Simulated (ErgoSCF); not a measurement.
# One shape, several levels: CH3BO (SMILES B1CO1)

We compute a comparison of 4 runs (HF/STO-3G, HF/def2-SVP, B3LYP/6-31G, PBE0/def2-SVP) of CH3BO. 

The calculation is run with ErgoSCF 3.8.

### Step 1. Starting point

The species is CH3BO (6 atoms), meant as a singlet with charge 0. As SMILES, `B1CO1`. Geometry: relaxed at GFN2-xTB.

Bond lengths: B1–C2 1.514 Å, B1–O3 1.314 Å, C2–O3 1.463 Å, B1–H4 1.150 Å, C2–H5 1.083 Å, C2–H6 1.083 Å. Angles: B1–C2–O3 52.4°, C2–B1–O3 61.8°, B1–O3–C2 65.8°, B1–C2–H5 122.9°, B1–C2–H6 122.9°, O3–C2–H5 112.3°, O3–C2–H6 112.3°, C2–B1–H4 157.1°, O3–B1–H4 141.0°, H5–C2–H6 113.7°.

### Step 2. A single-point energy at HF/STO-3G (run 1)

molecule.xyz reads:

```xyz
6
CH3BO
B     -0.682570    -0.407440    -0.389400
C      0.560170     0.141800     0.278330
O     -0.648100     0.874510    -0.100850
H     -1.369620    -1.199510    -0.861910
H      1.430620     0.468970    -0.276770
H      0.709490     0.121670     1.350610
```

job.ego reads:

```
set_nthreads("env")
molecule "molecule.xyz"
scf.max_number_of_iterations = 120
scf.output_mulliken_pop = 1
tmpdir = "."
scf.use_diagonalization = 1
basis = "STO-3G"
run "HF"
```

The basis set STO-3G is read from a file made from the Basis Set Exchange's data (not shown).

Command:

```bash
$ ergo job.ego
```

The log of the run:

```text
[...]
INSC SCF_general constructor, number of basis functions: 18
[...]
INSC Energy   1 =       -107.45092275017
[...]
INDE E_LUMO =          0.29226712175
[...]
INSC Energy  13 =       -137.34563649915  ( diff     -0.000000000000369 )
[...]
RESC CONVERGED after  13 iterations.
RESC FINAL ENERGY:       -137.34563649915
[...]
INSC SCF: dipole_moment_x [atomic units] =       0.11197010
INSC SCF: dipole_moment_y [atomic units] =      -0.31089699
INSC SCF: dipole_moment_z [atomic units] =      -0.01688090
[...]
```

It took 1.2 s on 1 thread of Arm Neoverse V1, shared host; peak memory 0.26 GiB.

### Step 3. A single-point energy at HF/def2-SVP (run 2)

input.ego reads:

```
# HF on CH3BO
set_nthreads(1)
scf.max_number_of_iterations = 120
tmpdir = "."
basis = "def2-SVP"
scf.use_diagonalization = 1
scf.output_mulliken_pop = 1
charge = 0
molecule_inline Angstrom
B     -0.682570    -0.407440    -0.389400
C      0.560170     0.141800     0.278330
O     -0.648100     0.874510    -0.100850
H     -1.369620    -1.199510    -0.861910
H      1.430620     0.468970    -0.276770
H      0.709490     0.121670     1.350610
EOF
run "HF"
```

The basis set def2-SVP is read from a file made from the Basis Set Exchange's data (not shown).

Command:

```bash
$ ergo < input.ego
```

The log of the run:

```text
[...]
INSC SCF_general constructor, number of basis functions: 57
[...]
INSC Energy   1 =        -48.01430964694
[...]
INDE E_LUMO =          0.12782706781
[...]
INSC Energy  18 =       -139.02917628993  ( diff     -0.000000000004633 )
[...]
RESC CONVERGED after  18 iterations.
RESC FINAL ENERGY:       -139.02917628993
[...]
INSC SCF: dipole_moment_x [atomic units] =       0.27922229
INSC SCF: dipole_moment_y [atomic units] =      -0.54074027
INSC SCF: dipole_moment_z [atomic units] =       0.00831743
[...]
```

Wall time 11 s (1 thread of Arm Neoverse V1, shared host); peak memory 0.26 GiB.

### Step 4. The energy at B3LYP/6-31G (run 3)

run.inp reads:

```
# CH3BO
set_nthreads(1)
molecule_inline
B   -1.28987036  -0.76995001  -0.73585935
C    1.05856788   0.26796316   0.52596747
O   -1.22473150   1.65258439  -0.19057888
H   -2.58820669  -2.26674538  -1.62877384
H    2.70347999   0.88622486  -0.52301950
H    1.34074179   0.22992298   2.55228300
EOF
XC.radint = 1e-11
scf.output_mulliken_pop = 1
tmpdir = "."
basis = "6-31G"
XC.sparse_mode = 0
scf.use_diagonalization = 1
XC.angint = 41
scf.max_number_of_iterations = 120
spin_polarization = 0
charge = 0
run "B3LYP-G"
```

The basis set 6-31G is read from a file made from the Basis Set Exchange's data (not shown).

Command:

```bash
$ ergo run.inp
```

The log of the run:

```text
[...]
INDF Weighted mixed functional:
[...]
INSC Energy   1 =        -83.72079897681
[...]
INDE E_LUMO =         -0.01196362761
[...]
INSC Energy  28 =       -139.90432787519  ( diff     -0.000000000000284 )
[...]
RESC CONVERGED after  28 iterations.
RESC FINAL ENERGY:       -139.90432787519
[...]
INSC SCF: dipole_moment_x [atomic units] =       0.29298506
INSC SCF: dipole_moment_y [atomic units] =      -0.46206985
INSC SCF: dipole_moment_z [atomic units] =       0.03125512
[...]
```

Wall time 8.1 s (1 thread of Arm Neoverse V1, shared host); peak memory 0.26 GiB.

### Step 5. A single-point energy at PBE0/def2-SVP (run 4)

job.ego reads:

```
set_nthreads(1)
molecule_inline Angstrom
B     -0.682570    -0.407440    -0.389400
C      0.560170     0.141800     0.278330
O     -0.648100     0.874510    -0.100850
H     -1.369620    -1.199510    -0.861910
H      1.430620     0.468970    -0.276770
H      0.709490     0.121670     1.350610
EOF
XC.radint = 1e-11
XC.angint = 41
scf.output_mulliken_pop = 1
XC.sparse_mode = 0
tmpdir = "."
basis = "def2-SVP"
scf.max_number_of_iterations = 120
scf.use_diagonalization = 1
run "PBE0"
```

The basis set def2-SVP is read from a file made from the Basis Set Exchange's data (not shown).

Command:

```bash
$ ergo job.ego
```

The log of the run:

```text
[...]
INDF Weighted mixed functional:
[...]
INSC Energy   1 =        -52.43836205637
[...]
INDE E_LUMO =         -0.00700092885
[...]
INSC Energy  28 =       -139.68913075001  ( diff      0.000000000000227 )
[...]
RESC CONVERGED after  28 iterations.
RESC FINAL ENERGY:       -139.68913075001
[...]
INSC SCF: dipole_moment_x [atomic units] =       0.23244216
INSC SCF: dipole_moment_y [atomic units] =      -0.34826059
INSC SCF: dipole_moment_z [atomic units] =       0.02866801
[...]
```

It took 22 s on 1 thread of Arm Neoverse V1, shared host; peak memory 0.26 GiB.

### Step 6. Overview of the runs

```
run          level  integration grid  radint  energy (Eh)  dipole moment (D)  wall time
  1      HF/STO-3G                 –       –  -137.345636               0.84      1.2 s
  2    HF/def2-SVP                 –       –  -139.029176               1.55       11 s
  3    B3LYP/6-31G             Turbo   1e-11  -139.904328               1.39      8.1 s
  4  PBE0/def2-SVP             Turbo   1e-11  -139.689131               1.07       22 s
```

### Step 7. What came out

| quantity | value |
| --- | --- |
| run 4: total energy | -139.68913 Eh |
| run 4: dipole moment | 1.07 D |

What this shows: The dipole moment (its size) runs from 0.84 D (HF/STO-3G) to 1.55 D (HF/def2-SVP). Totals of different functionals can't be ranked against each other. In run 1 the basis is minimal, so the values are rough. All runs together took 42 s, the longest 22 s.
